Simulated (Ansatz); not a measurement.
Ansatz (an electronic-structure program) input (LC-wPBE/def2-TZVPD):

Ansatz 0.2 input:
```yaml
crystal:
  periodic: [false, false, false]
  atoms:
    - {symbol: C, position_ang: [-0.00000000, -0.00000000, -0.63014053]}
    - {symbol: N, position_ang: [0.00000000, 0.00000000, 0.54012046]}
basis:
  gaussian:
    orbitals: def2-TZVPD
hamiltonian:
  xc: {name: LC-wPBE}
total_charge: -1
output: {forces: true}
```

Output:

```
Functional definition: LC-wPBE
integrals: 0.01 GiB planned
353 factors; their error is unknown
integrals: 0.04 GiB planned
122 factors; integrals over basis functions are off by at most 9.0e-5 eV
mean field: 0.13 GiB planned
mean field evaluation 1: about -2525.4412 eV, gradient 8.9e0 eV
mean field evaluation 2: about -2525.6589 eV, gradient 6.2e0 eV
mean field evaluation 4: about -2525.7316 eV, gradient 7.4e-1 eV
mean field evaluation 8: about -2525.7313 eV, gradient 1.5e-1 eV
mean field evaluation 16: about -2525.7313 eV, gradient 1.5e-5 eV
mean field -2525.73129340 eV, -92.8189130303 hartree, gradient 1.5e-5 eV, S^2 0.000000; 0 other end points of the search recorded, 0 dependent functions left out
the calculation of the forces begins
reference -2525.73129341 eV, -92.8189130305 hartree; 7, 7 occupied and 67, 67 virtual orbitals, 353 factors
Total energy: -2525.73129341 eV, -92.8189130305 hartree
Atom 0 at    -0.000000    -0.000000    -0.630141 Å, force    -0.000000    -0.000000     0.696493 eV/Å
Atom 1 at     0.000000     0.000000     0.540120 Å, force     0.000000     0.000000    -0.696493 eV/Å
Dipole moment:    -0.000000     0.000000     0.127675 e Å
```
